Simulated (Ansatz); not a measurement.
hcp Mg, treated with rVV10 in Ansatz (plane waves, PAW).

Run with plane-wave cutoff 520 eV, 18×18×12 k mesh (along the axes of the cell as run), Fermi–Dirac smearing 0.05 eV, scalar-relativistic PAW data made under PBE.

Shape and atoms are relaxed at each volume.

Pressure at four volumes; x = ln(V/22.488 Å³). One pressure is withheld.

```csv
V (Å³/atom),x,P (GPa)
21.589,-0.0408,1.672
22.488,0.0000,0.013
22.938,0.0198,-0.699
23.388,0.0392,?
```

Task: Pass a parabola P(x) through the three rows shown, estimate the bulk modulus and its pressure derivative near zero pressure, and predict the withheld pressure.

Result: Slopes between the rows: (0.013 − (1.672))/(0.0000 − (-0.0408)) = -40.66 and (-0.699 − (0.013))/(0.0198 − (0.0000)) = -35.96 GPa. Their difference over the span 0.0606 is c = 4.70/0.0606 = 77.6 GPa, so P(x) = 1.672 + (-40.66)(x − (-0.0408)) + 77.6 (x − (-0.0408))(x − (0.0000)). At the middle row B = −dP/dx = −[-40.66 + 77.6 × 0.0408] = 37.5 GPa, and B′ = dB/dP = 2c/B = 4.1. At x = 0.0392 the parabola gives -1.337 GPa; the run gives -1.342 GPa. The Birch–Murnaghan fit to the energies at all volumes has B0 = 37.4 GPa and B′ = 4.1.

Measured, for comparison: bulk modulus 38.6 GPa (copied from a table, unchecked, extrapolated to 0 K and zero-point effects removed; as tabulated in Lejaeghere et al. (2013), arXiv:1204.2733). Computed (rounded) less measured: bulk modulus not scored (unchecked).

Note: the bulk modulus comes from volumes at which shape and atoms were relaxed.

Ansatz is a quantum-chemistry and plane-wave program.
